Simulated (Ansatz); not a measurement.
Rutile SnO2 was calculated with PBE in Ansatz (PAW).

Run with plane-wave cutoff 520 eV, 6×6×8 k mesh (along the axes of the cell as run), scalar-relativistic PAW data made under PBE.

Cell (measured lattice):

Space group P4₂/mnm (No. 136); a = 4.7374 Å, b = 4.7374 Å, c = 3.1864 Å, α = 90.00°, β = 90.00°, γ = 90.00°

```tsv
atom	site	symmetry	x	y	z
Sn	2a	m.mm	0.0000	0.0000	0.0000
O	4f	m.2m	0.3054	0.3054	0.0000
```

Task: Predict the Voigt–Reuss–Hill bulk modulus, elastic constant C11, elastic constant C66, elastic constant C13, elastic constant C12, elastic constant C33 and elastic constant C44.

Result: 
- Voigt–Reuss–Hill bulk modulus: 225 GPa
- elastic constant C11: 244 GPa
- elastic constant C66: 210 GPa
- elastic constant C13: 172 GPa
- elastic constant C12: 218 GPa
- elastic constant C33: 446 GPa
- elastic constant C44: 91.5 GPa

Measured, for comparison: elastic constant C11 262 GPa, elastic constant C66 207 GPa, elastic constant C13 156 GPa, elastic constant C12 177 GPa, elastic constant C33 450 GPa, elastic constant C44 103 GPa (temperature not stated, not corrected to a static lattice; as tabulated in Oses et al. (2018), arXiv:1811.08464). Computed (rounded) less measured: elastic constant C11 -7 %, elastic constant C66 +1 %, elastic constant C13 +10 %, elastic constant C12 +23 %, elastic constant C33 -0.9 %, elastic constant C44 -11 %. A static lattice is as a rule a little smaller and stiffer than an uncorrected measurement, which narrows the difference in the elastic constant C66 and would widen misses of the other sign.

Note: the cell isn't this level's own, so it is under some stress, which shifts stiffness and frequencies.

Elastic constants are with the ions relaxed.

Spin–orbit coupling is not included.

The computed numbers hold no vibrational or temperature effects.

Ansatz is an electronic-structure program.
